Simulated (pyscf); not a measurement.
Optimised with ωB97X-D3(BJ)/def2-SVP in PySCF.

For the elementary gas-phase step Cl–Ga [singlet] + H₂C=CH₂ → H₂C=CH–GaH–Cl (singlet surface; C–H broken, C–Ga, Ga–H formed), what barrier and reaction energy does B3LYP-D3(BJ)/def2-TZVP give, measured from the separated reactants?

ΔE‡ = 84.3 kcal/mol, ΔE = +7.3 kcal/mol. CCSD(T)/def2-TZVPP + ΔMP2(QZVPP) gives 79.6 kcal/mol and +1.1 kcal/mol. Zero-point energy shifts the barrier by -3.1 kcal/mol. It is an insertion, with an imaginary mode of 1188i cm⁻¹. On the reactant side the descent ends in a complex, 5.1 kcal/mol under the separated species and 89.1 kcal/mol under the saddle at ωB97X-D3(BJ)/def2-TZVP. At ωB97X-D3(BJ) the barrier from the zero used here is 84.0 kcal/mol. This is the saddle that the search found; another between the same sides may lie lower. The CCSD(T) − MP2 part came from Ansatz, without density fitting, on the same reference. The frozen core leaves the outer d or s,p core shells of the metals and heavy elements correlated in the MP2 and CC values, and def2-TZVPP describes them poorly, which can shift differences by a few kcal/mol. Elements up to Kr have no core potential and no relativistic terms here.
